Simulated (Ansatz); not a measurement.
A calculation with Ansatz (development build ahead of 0.2.0).

```yaml
crystal:
  periodic: [false, false, false]
  atoms:
    - { symbol: O, position_ang: [0.00277, -0.00524, -0.10091] }
    - { symbol: H, position_ang: [0.00221, 0.00506, 0.86334] }
basis:
  gaussian: { orbitals: def2-TZVP }
total_charge: -1
hamiltonian:
  xc: hf
correlation:
  method: mp2
  frozen_orbitals: { H: 0, O: 1 }
```

The input is written out in the form of the current development build from the run's settings.

Output:

| Property | Result |
| --- | --- |
| Converged | yes |
| Reference energy | -75.39795 hartree |
| Correlation energy | -0.26378 hartree |
| Total energy | -75.66173 hartree |
| Spin squared of the determinant | 0.000 |

Caution: no diffuse functions for an anion.
